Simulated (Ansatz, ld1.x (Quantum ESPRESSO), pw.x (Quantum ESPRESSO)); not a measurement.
# From atom to crystal: RRKJ potential for Au

gold, norm-conserving RRKJ (Kleinman–Bylander form), made with ld1.x (Quantum ESPRESSO) 7.5 (PBEsol, scalar-relativistic). Core [Xe] 4f14, reference 5d10 6s1 6p0. Waves: 6p (bound, empty): rc 3.30 bohr; 5d (bound): rc 1.65 bohr; 6s (bound): rc 2.15 bohr. Local part: the s channel. Core correction: none. rho0 = 0.02.

Atomic tests: cutoffs needed: 40 Ry and 70 Ry (the cutoffs (Ry, on a coarse ladder) from which the occupation-weighted sum of valence levels, in a spherical-Bessel basis at the reference potential, stays within 10 and 1 mRy of its value at 400 Ry); ghost test: no extra level below or beside the all-electron valence levels (p, d, s, f tested) (spherical-Bessel basis up to 400 Ry, 20 bohr box); largest excitation error: -700 meV (all-electron minus pseudo) for 5d7 6s0 6p0, out of 7 test configurations.

Crystal test: sc Au in pw.x 7.5, no spin, 12³ k-points, Fermi–Dirac smearing 0.01 Ry, cutoffs 85/340 Ry. The lattice is a test structure that the element need not adopt, and mesh and smearing are coarse.

pw.x input:

```
&control
  calculation='scf', prefix='x', pseudo_dir='./', outdir='./tmp', tstress=.true., disk_io='low'
/
&system
  ibrav=0, nat=1, ntyp=1, ecutwfc=85, ecutrho=340, nbnd=13,
  occupations='smearing', smearing='fd', degauss=0.01
/
&electrons
  conv_thr=1e-09, mixing_beta=0.4, electron_maxstep=70
/
ATOMIC_SPECIES
Au 1.0 Au.UPF
CELL_PARAMETERS angstrom
  2.69110010 0.00000000 0.00000000
  0.00000000 2.69110010 0.00000000
  0.00000000 0.00000000 2.69110010
ATOMIC_POSITIONS crystal
Au 0.0000 0.0000 0.0000
K_POINTS automatic
12 12 12 0 0 0
```

```bash
pw.x < Au.scf.in > Au.scf.out
```

Task: How does the run end?

Result: It converges; the pressure is 5.21 GPa against 0.34 GPa from all-electron LAPW. The largest radius (3.30 bohr) exceeds half the bond length (2.54 bohr), so the spheres overlap, which is one possible source of error among others. This is a poor potential for the solid. The log shows:

```
     lattice parameter (alat)  =       5.0854  a.u.
     unit-cell volume          =     131.5183 (a.u.)^3
     number of electrons       =        11.00
     number of Kohn-Sham states=           13
     kinetic-energy cutoff     =      85.0000  Ry
     charge density cutoff     =     340.0000  Ry
     scf convergence threshold =      1.0E-09
     Exchange-correlation= PBESOL
     number of k points=    84  Fermi-Dirac smearing, width (Ry)=  0.0100
     iteration #  1     ecut=    85.00 Ry     beta= 0.40
     total energy              =     -66.69555297 Ry
     estimated scf accuracy    <       0.08739083 Ry
     iteration #  2     ecut=    85.00 Ry     beta= 0.40
     total energy              =     -66.71028075 Ry
     estimated scf accuracy    <       0.00056171 Ry
     iteration #  3     ecut=    85.00 Ry     beta= 0.40
     total energy              =     -66.71039410 Ry
     estimated scf accuracy    <       0.00011441 Ry
     iteration #  4     ecut=    85.00 Ry     beta= 0.40
     total energy              =     -66.71039735 Ry
     estimated scf accuracy    <       0.00000122 Ry
     iteration #  5     ecut=    85.00 Ry     beta= 0.40
     total energy              =     -66.71039748 Ry
     estimated scf accuracy    <       0.00000004 Ry
     iteration #  6     ecut=    85.00 Ry     beta= 0.40
     total energy              =     -66.71039748 Ry
     estimated scf accuracy    <          1.8E-09 Ry
     iteration #  7     ecut=    85.00 Ry     beta= 0.40
     the Fermi energy is    12.6312 ev
!    total energy              =     -66.71039748 Ry
     estimated scf accuracy    <          2.4E-11 Ry
     smearing contrib. (-TS)   =      -0.00158691 Ry
     The total energy is F=E-TS. E is the sum of the following terms:
     one-electron contribution =       1.55972613 Ry
     hartree contribution      =       9.66090841 Ry
     xc contribution           =     -10.42046870 Ry
     ewald contribution        =     -67.50897641 Ry
     convergence has been achieved in   7 iterations
          total   stress  (Ry/bohr**3)                   (kbar)     P=       52.13
```
